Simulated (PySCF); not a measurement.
CH3, SMILES [CH3] (connectivity only; charge and spin as stated), charge +1, multiplicity 1.

The structure is a stationary point at B3LYP-D3(BJ)/def2-TZVPD. The spin state was assumed, not searched. The isomer is the one that the SMILES or the coordinates give; other isomers of the formula were not compared.

Two levels are set side by side: PBE/def2-TZVPD (PySCF) and B3LYP/def2-TZVPD (PySCF). Same geometry, gas phase. Differences are taken from unrounded values.

| quantity | B3LYP |
|---|---|
| orbital gap (eV) | 8.17 |
| highest occupied level (eV) | -21.43 |
| lowest empty level (eV) | -13.26 |
| mean polarisability (bohr³) | 8.9 |

Question: What does PBE give, and how far is it from B3LYP? (The exact figures need the calculation; the answer reports its results.)

Answer: 
```tsv
quantity	PBE	PBE minus B3LYP
orbital gap (eV)	5.50	-2.67
highest occupied level (eV)	-19.99	1.44
lowest empty level (eV)	-14.49	-1.23
mean polarisability (bohr³)	9.0	0.1
```

PBE's occupied levels lie high since its potential decays too fast outside the molecule; exact exchange lowers them and widens the gap. Differences between two approximate levels are no errors against the true value.

Rough cost on one machine, each run with all the roots and properties that it gave: B3LYP against PBE within a factor of 2.
